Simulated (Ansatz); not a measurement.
A made-up structure of AlBH2O, singlet:

```
atom    x (Å)    y (Å)    z (Å)
  O1   0.5046  -1.4404   2.3873
  B2   0.2642  -0.7558   1.2517
 Al3  -0.1564   0.4462  -0.7396
  H4  -1.2480  -0.2610  -1.9370
  H5   0.6355   2.0110  -0.9624
```

It is relaxed with PBE-D4/def2-SVP and then PBE0-D4/def2-TZVP (Ansatz 0.2.0). Atoms count as bonded within 1.22 times the sum of their covalent radii (H–H: 0.88 Å). The end point is not checked to be a true minimum.

Q: Does its bonding change? (A judgement: the text doesn't fix the answer.)

A: Computed: No: no bond forms or breaks.

Where it ends: The first stage lowers the energy by 1.11 eV in 5 steps. It ends as AlBH₂O ([O][B][AlH2]):
```
5
angstrom
O 0.4502 -1.2864 2.1314
B 0.2361 -0.6746 1.1176
Al -0.1395 0.3986 -0.6604
H -1.1142 -0.2333 -1.7291
H 0.5674 1.7957 -0.8595
```

Labels in which every atom is bracketed show which atoms are joined, not bond orders.

For scale, one of the runs: PBE0-D4/def2-TZVP relaxation, 111 basis functions, launched by `ansatz run in.yaml --threads 2 --pin off --events-out ev --progress --plain --max-ram 4352MiB`. Hardware: 2 CPU threads of an Arm Neoverse V1, shared host. Wall time about 6.5 s.
